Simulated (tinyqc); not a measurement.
Inside a calculation. Method: Hueckel theory of the pi electrons, for the molecule O=CC1=NC=C1 (SMILES; centres numbered as the heavy atoms are written). Computed by tinyqc, a small Python program that keeps every step. Settings: charge = 0. Command: `OMP_NUM_THREADS=1 python tinyqc.py 22372 22373 out.jsonl` (the two numbers bound the seeds that draw the settings). One thread of a shared host (Intel(R) Xeon(R) Processor @ 2.60GHz), about 0.01 s of CPU time with the checks.

## The Hueckel matrix

Centres:
```
centre  z_r, pi electrons of the neutral centre        h
1O                                            1  1.00000
2C                                            1  0.00000
3C                                            1  0.00000
4N                                            1  0.50000
5C                                            1  0.00000
6C                                            1  0.00000
```

Bonds:
```
i  j        k
1  2  1.00000
2  3        1
3  4        1
4  5  1.00000
5  6        1
6  3        1
```

H_rr = alpha + h_r beta, H_rs = k_rs beta for bonded centres.

Hueckel matrix in units of beta (H = alpha + beta A), lower triangle:
```
         1O       2C       3C       4N       5C       6C
1O  1.00000
2C  1.00000  0.00000
3C  0.00000  1.00000  0.00000
4N  0.00000  0.00000  1.00000  0.50000
5C  0.00000  0.00000  0.00000  1.00000  0.00000
6C  0.00000  0.00000  1.00000  0.00000  1.00000  0.00000
```

## Orbitals

pi electrons, sum of z_r less the charge = 6

Diagonalise; E = alpha + x beta with beta < 0, so the largest x are filled first; degenerate levels share their electrons. P = sum n_i c_ri c_si; each orbital has its largest coefficient positive (the first on a tie).

x values: 2.32502  1.60814  0.30691  0.23348  -0.90005  -2.07349

occupations: 2.00000  2.00000  2.00000  0.00000  0.00000  0.00000

coefficients:
```
        MO1       MO2       MO3       MO4       MO5       MO6
1O  0.25297   0.75710  -0.44326   0.16866  -0.35557   0.10699
2C  0.33519   0.46043   0.30722  -0.12928   0.67560  -0.32882
3C  0.52636  -0.01668   0.53754  -0.19885  -0.25250   0.57482
4N  0.49783  -0.28847  -0.38358  -0.58544  -0.17544  -0.38510
5C  0.38219  -0.30298  -0.46348   0.35488   0.49812   0.41624
6C  0.39077  -0.19878   0.24133   0.66830  -0.27290  -0.47797
```

charge and bond-order matrix P, lower triangle:
```
          1O        2C        3C       4N       5C       6C
1O   1.66736
2C   0.59441   0.83746
3C  -0.23548   0.66779   1.13257
4N   0.15512  -0.16758   0.12131  0.95635
5C   0.14546  -0.30757  -0.08584  0.91089  0.90536
6C  -0.31723   0.22721   0.67745  0.31861  0.19544  0.50091
```

## Energy, charges, bond orders

E = sum n x; q_r = z_r - P_rr; bond order p = P_rs; free valence = sqrt(3) - sum of p over the bonds of the atom.

pi energy = 6 alpha + this times beta = 8.48013

pi charges: 1O -0.66736, 2C 0.16254, 3C -0.13257, 4N 0.04365, 5C 0.09464, 6C 0.49909

Bond orders and lengths from R = 1.517 - 0.180 p (angstrom, C-C alone):
```
bond        p        R
1-2   0.59441        -
2-3   0.66779  1.39680
3-4   0.12131        -
4-5   0.91089        -
5-6   0.19544  1.48182
6-3   0.67745  1.39506
```

free valence of the carbons: 2C 0.46984, 3C 0.26550, 5C 0.62572, 6C 0.85916

gap between the highest filled and the next level = 0.07343 |beta|
